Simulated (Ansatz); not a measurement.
Rock-salt LiBr: LDA at its full settings (plane-wave cutoff 520 eV, 10×10×10 k mesh, Fermi–Dirac smearing 0.01 eV, scalar-relativistic PAW data made under PBE) and at cheaper ones, in a cell of 2 atoms with Γ-centred meshes.

| level and setting | lattice parameter a (Å) | bulk modulus B0 (GPa) |
|---|---|---|
| LDA (Ansatz) | 5.310 | 33.3 |
| LDA (2×2×2 k mesh) (Ansatz) | 5.671 | 23.8 |
| LDA (4×4×4 k mesh) (Ansatz) | 5.323 | 33.1 |

Largest shifts from the full settings: lattice constant a +6.80 % (LDA (2×2×2 k mesh)), against a difference of -2.73 % of the full result from the reference 5.459 Å (measured, low temperature, not corrected to a static lattice; as tabulated in Doll and Stoll (1998), arXiv:cond-mat/9801031); bulk modulus -29 % (LDA (2×2×2 k mesh)), against a difference of +27 % of the full result from the reference 26.3 GPa (measured, 4 K, not corrected to a static lattice; as tabulated in Doll and Stoll (1998), arXiv:cond-mat/9801031).

Ansatz's density-functional and Hartree–Fock values are scalar-relativistic unless marked +SOC, with PAW data made under PBE.

Run with cheap settings on purpose, which may leave them unconverged: LDA (2×2×2 k mesh), LDA (4×4×4 k mesh).

Ansatz is an electronic-structure program.
